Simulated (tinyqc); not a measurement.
Inside a calculation. Method: ROHF in the sto-6g basis, for CH, spin multiplicity 4. One step of it, computed by the program tinyqc.

Problem. Iteration 1: Roothaan effective Fock matrix. With projectors Pc = D(beta) S, Po = (D(alpha) - D(beta)) S, Pv = 1 - D(alpha) S, the block xy is Px^T F Py; with Fc = (F(alpha) + F(beta))/2, the blocks are Fc for cc, oo, vv and cv, F(beta) for co and F(alpha) for ov.

F(alpha) (hartree), lower triangle:
```
             1C 1s      1C 2s     1C 2px     1C 2py     1C 2pz      2H 1s
1C 1s   -10.627280
1C 2s    -2.786844  -1.381987
1C 2px    0.000000   0.000000  -0.171191
1C 2py    0.000000   0.000000   0.000000  -0.171191
1C 2pz    0.008875  -0.065370   0.000000   0.000000  -0.291761
2H 1s    -0.824143  -0.691616   0.000000   0.000000  -0.369086  -0.391852
```

F(beta) (hartree), lower triangle:
```
             1C 1s      1C 2s    1C 2px    1C 2py     1C 2pz      2H 1s
1C 1s   -10.556634
1C 2s    -2.695932  -0.834426
1C 2px    0.000000   0.000000  0.603221
1C 2py    0.000000   0.000000  0.000000  0.603221
1C 2pz   -0.008588  -0.405389  0.000000  0.000000   0.292920
2H 1s    -0.798297  -0.583956  0.000000  0.000000  -0.328518  -0.329380
```

D(alpha) at the start, lower triangle:
```
            1C 1s      1C 2s    1C 2px    1C 2py     1C 2pz     2H 1s
1C 1s    1.067281
1C 2s   -0.290201   1.241118
1C 2px   0.000000   0.000000  1.000000
1C 2py   0.000000   0.000000  0.000000  1.000000
1C 2pz  -0.030136   0.179727  0.000000  0.000000   1.178572
2H 1s    0.048973  -0.197623  0.000000  0.000000  -0.219633  0.063147
```

D(beta) at the start, lower triangle:
```
            1C 1s      1C 2s    1C 2px    1C 2py     1C 2pz     2H 1s
1C 1s    1.051833
1C 2s   -0.223693   0.954781
1C 2px   0.000000   0.000000  0.000000
1C 2py   0.000000   0.000000  0.000000  0.000000
1C 2pz  -0.137529   0.642089  0.000000  0.000000   0.431971
2H 1s    0.057784  -0.235557  0.000000  0.000000  -0.158378  0.058122
```

overlap S, lower triangle:
```
           1C 1s     1C 2s    1C 2px    1C 2py    1C 2pz     2H 1s
1C 1s   1.000000
1C 2s   0.243228  1.000000
1C 2px  0.000000  0.000000  1.000000
1C 2py  0.000000  0.000000  0.000000  1.000000
1C 2pz  0.000000  0.000000  0.000000  0.000000  1.000000
2H 1s   0.071294  0.516925  0.000000  0.000000  0.481754  1.000000
```

Give: effective F.

Solution.

effective F (hartree), lower triangle:
```
           1C 1s    1C 2s  1C 2px  1C 2py   1C 2pz    2H 1s
1C 1s   -10.5914
1C 2s    -2.7281  -1.0598
1C 2px    0.0000   0.0000  0.2160
1C 2py    0.0000   0.0000  0.0000  0.2160
1C 2pz   -0.0192  -0.2587  0.0000  0.0000  -0.0418
2H 1s    -0.8129  -0.6330  0.0000  0.0000  -0.3634  -0.3630
```
